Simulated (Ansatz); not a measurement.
The same path of BH7Si (9 atoms, charge 0, multiplicity 1) was run twice with different band settings. Lost on the way: Si5–H9.

All numbers below come from RKS B3LYP-D4/def2-TZVP in Ansatz 0.2.0.

Relaxed end points:

```xyz
9
Properties=species:S:1:pos:R:3
B -0.094 -0.062 0.308
H 0.561 0.731 0.913
H 0.588 -0.698 -0.470
H -1.140 0.247 -0.176
Si 0.190 -2.200 0.828
H -0.381 -2.875 -0.349
H 1.654 -2.287 0.950
H -0.398 -2.834 2.037
H -0.505 -0.813 1.289
```

```xyz
9
Properties=species:S:1:pos:R:3
B -0.112 -0.370 0.181
H 0.147 0.651 0.999
H 0.691 -0.070 -0.646
H -1.269 -0.121 0.036
Si 0.139 -2.304 0.757
H -0.297 -3.129 -0.394
H 1.551 -2.648 1.065
H -0.679 -2.683 1.937
H 0.306 -0.114 1.395
```

Common settings: movable images 7; climbing image yes; optimiser quadratic models (default); start path through a guess of the saddle point; force threshold 0.05 eV/Å; iteration limit 60; end points relaxed.

| run | spring |
| --- | --- |
| 1 | 5.0 eV/Å² |
| 2 | 0.1 eV/Å² |

(1) What does each run give, and how far can it be trusted?

## Answers

(1) Run 1: converged after 14 iterations, highest image 0.447 eV above the first end. A vibrational analysis at the climbing image gives one clearly imaginary mode, 706i cm⁻¹: a first-order saddle point.
Run 2: converged after 14 iterations, highest image 0.447 eV above the first end. Another band between the same ends (7 images) ends at a top of the same energy, where a vibrational analysis finds 1 clearly imaginary mode.
The orbitals stay closed-shell, which can raise the energy where a bond breaks towards radicals; this wasn't checked here.
